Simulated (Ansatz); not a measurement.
Input file:

```yaml
crystal:
  periodic: [false, false, false]
  atoms:
    - { symbol: Si, position_ang: [0.267553, 0.021793, -0.470569] }
    - { symbol: C, position_ang: [0.999244, 0.005372, 1.67126] }
    - { symbol: H, position_ang: [0.024821, -0.138942, 2.134982] }
    - { symbol: H, position_ang: [1.658552, -0.827223, 1.922951] }
    - { symbol: H, position_ang: [1.429567, 0.957916, 1.983917] }
    - { symbol: H, position_ang: [1.590817, 0.100133, 0.264023] }
    - { symbol: H, position_ang: [-0.633699, 1.142833, -0.071324] }
    - { symbol: H, position_ang: [-0.434258, -1.261882, -0.173142] }
basis:
  gaussian: { orbitals: "6-31G*" }
hamiltonian:
  xc: pbe0
  dispersion: d4
md:
  timestep: 0.5
  n_steps: 200
  ensemble: nve
  temperature: 300.0
  initial_velocities: maxwell_boltzmann
  seed: 3224
```

Run as:

```bash
$ ansatz run input.yaml --threads 1 --pin off --max-ram 2048MiB --backend cpu --events-out ev --progress --plain --runs-dir out
```

Hardware: 1 thread of Arm Neoverse V1, on a shared host.

Q: Roughly how long does this run take, and how much memory?

A: 4 min, with a peak of 0.09 GiB, for 201 ionic steps.
